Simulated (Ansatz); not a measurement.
**SiH3 (doublet): from Hartree-Fock to the top rungs, cc-pVDZ**

Aim: climb from Hartree-Fock through coupled cluster and multireference methods for SiH3 (doublet) at one geometry and basis, and see what each rung misses.

Method: cc-pVDZ, core rule «outside noble gas», up to 5 orbitals frozen; program: Ansatz 0.2.0, Gaussian basis.

Plan: UHF; CCSD(T) on ROHF; CCSD(T) on UHF; BCCD(T) on ROHF; CISD; CCSDT(Q) on ROHF; CCSDT(Q) on UHF; CASSCF and MRCISD+Q, 7 electrons in 7 orbitals; CASSCF and NEVPT2, 7 electrons in 7 orbitals.

17 further runs of the same task are left out: 2 for a known fault of the program, 6 that didn't finish, 9 set aside as unsound or not needed.

**1. The geometry**

The geometry is a PBE0/def2-TZVP stationary point (not a proven minimum).

4 atoms, charge 0, spin multiplicity 2.

Atoms are counted from 1 here; the program's logs count them from 0.

Bond lengths: Si1–H2 1.486 Å, Si1–H3 1.486 Å, Si1–H4 1.486 Å. Angles: H2–Si1–H3 111.3°, H2–Si1–H4 111.3°, H3–Si1–H4 111.3°.

**2. UHF**

File in.yaml:

```yaml
crystal:
  periodic: [false, false, false]
  atoms:
    - {symbol: Si, position_ang: [0.000090, -0.000062, -0.043737]}
    - {symbol: H, position_ang: [1.415348, 0.014593, 0.409118]}
    - {symbol: H, position_ang: [-0.721058, 1.220018, 0.403029]}
    - {symbol: H, position_ang: [-0.696788, -1.232882, 0.406559]}
basis:
  gaussian: {orbitals: cc-pVDZ}
magnetization: {spin_polarized: true, initial_magnetization: 1}
hamiltonian: {xc: hf}
output: {orbitals: {seedname: orbitals}}
```

On the command line:

```sh
$ ansatz run in.yaml --threads 1 --pin off --events-out ev --progress --plain --max-ram 2393MiB
```

The runs that follow: CCSD(T) on ROHF; CCSD(T) on UHF; BCCD(T) on ROHF; CISD; CCSDT(Q) on ROHF; CCSDT(Q) on UHF; CASSCF and MRCISD+Q, 7 electrons in 7 orbitals; CASSCF and NEVPT2, 7 electrons in 7 orbitals.

Before running them: what should the planned runs give, taken together? Wanted: UCCSDT(Q) below the RHF energy; RMP2 from UCCSDT(Q); UMP2 from UCCSDT(Q); RCCSD from UCCSDT(Q); RCCSD(T) from UCCSDT(Q); UCCSD(T) from UCCSDT(Q); RCCSDT(Q) from UCCSDT(Q); NEVPT2 valence from UCCSDT(Q); MRCISD+Q valence from UCCSDT(Q).

As calculated:

| quantity | value |
| --- | --- |
| UCCSDT(Q) below the RHF energy | -3.4107 eV |
| RMP2 from UCCSDT(Q) | +78.0 kJ/mol |
| UMP2 from UCCSDT(Q) | +77.4 kJ/mol |
| RCCSD from UCCSDT(Q) | +7.5 kJ/mol |
| RCCSD(T) from UCCSDT(Q) | +1.8 kJ/mol |
| UCCSD(T) from UCCSDT(Q) | +1.7 kJ/mol |
| RCCSDT(Q) from UCCSDT(Q) | 0.0 kJ/mol |
| NEVPT2 valence from UCCSDT(Q) | +69.6 kJ/mol |
| MRCISD+Q valence from UCCSDT(Q) | +0.7 kJ/mol |
| levels within 1 kcal/mol (43 meV) | RCCSD(T), UCCSD(T), BCCD(T), RCCSDT, UCCSDT, RCCSDT(Q), MRCISD+Q valence |
| T1 diagnostic | 0.017 |
| effectively unpaired electrons | 1.01 |

In words: RCCSD(T) lands +1.8 kJ/mol from the yardstick (0.5 % of the correlation energy). One determinant dominates. Of the multireference levels listed MRCISD+Q valence comes nearest in total energy (+0.7 kJ/mol), which doesn't show that its space is the better one. These misses are within one basis, not against nature; the frozen cores of restricted and unrestricted runs differ, which can shift their rows.
